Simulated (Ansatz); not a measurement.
## How far a parabola holds: energy against volume of CsCl-type TlCl

Results of LDA in Ansatz (plane waves, PAW) for CsCl-type TlCl. Run with plane-wave cutoff 520 eV, 10×10×10 k mesh, Fermi–Dirac smearing 0.01 eV, scalar-relativistic PAW data made under PBE. The cell has no free parameter but its volume, all volumes share cutoff and mesh, and the runs aren't spin-polarised. Energies are free energies at the run's smearing, counted from the lowest row; static lattice.

```csv
V (Å³/atom),E (meV/atom)
23.692,?
24.196,5.11
24.700,1.22
25.204,0.00
25.708,1.15
26.212,4.40
```

Q: Using a parabola, estimate the missing E at V = 23.692 from the other rows, showing the fit.

A: With u = V - 25.2, the rows have u = -1.0040, -0.5000, 0.0040, 0.5080, 1.0120. Least squares gives E = -0.001 - 0.3331·u + 4.6819·u². Residuals (row less fit): 0.057, -0.116, 0.002, 0.112, -0.057; standard error 0.127 (degrees of freedom: 2). The fitted curve has its minimum at V = 25.2, where E = -0.01. Its curvature is d²E/dV² = 2 × 4.6819 meV/Å⁶, so B = V0·d²E/dV² × 0.1602 = 37.9 GPa. At the withheld row, u = -1.5080, so E = -0.001 - 0.3331 × (-1.5080) + 4.6819 × (-1.5080)² = 11.148 meV/atom. The calculation gives 12.03 meV/atom, 0.882 meV/atom above the prediction (7.3 % of the range of E in the table). The row lies outside the fitted rows, so this is an extrapolation. From the scatter of the fitted rows alone, a prediction at this place has a standard error of 0.302 meV/atom, so the miss is 2.9 times that.

The residuals are curvature that a parabola lacks, not noise. A solid that stiffens under compression and softens on expansion lies above the parabola at the compressed end and under it at the expanded end, as this row does. A third-order Birch-Murnaghan fit to the whole scan has B0 = 37.6 GPa. Only scans are tabulated whose curvature falls smoothly with volume, and where the parabola meets the shown rows within 5 % of their range and misses the end by 0.1 meV or more.

Spin–orbit coupling is not included; it can shift volumes and moduli of such heavy elements.

Ansatz is a first-principles code.
